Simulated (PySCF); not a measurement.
# C3H3NS (Isothiazole): the cost of one run

The runs use PySCF 2.14.0, with density-fitted response routines of our own; the level of theory stands in each step. All values are computed, except where a source is named. Atoms are numbered from 0 throughout.

## 1. The starting structure

8 atoms, charge 0, multiplicity 1; geometry from: MMFF94s.

Bonds of the start (Å): C0–C1 1.42, C1–N2 1.33, N2–S3 1.66, S3–C4 1.71, C4–C0 1.38, C0–H5 1.08, C1–H6 1.08, C4–H7 1.08.

## 2. Geometry optimisation at PBE0-D3(BJ)/def2-SVP

What the job is given:

```
{"job": {"xc": "PBE0", "basis": "def2-SVP", "d3": "d3bj", "grid": 1, "kind": "geom"}, "charge": 0, "multiplicity": 1}
C     -0.393021    -0.639841    -0.100897
C      1.004777    -0.482249     0.121800
N      1.455911     0.760136     0.270274
S      0.170373     1.803332     0.141816
C     -1.012568     0.591743    -0.115948
H     -0.901454    -1.584119    -0.238911
H      1.731756    -1.282366     0.180924
H     -2.055773     0.833364    -0.259057
```

The run is started by

```bash
$ OMP_NUM_THREADS=1 python probes_run.py task.json out
```

The driver reads the jobs from task.json and runs them one after another.

**Question.** How long does this first job take on 1 thread of Arm Neoverse N1, shared host, and how much memory does it need?

About 29 s, with a peak of 0.37 GiB.
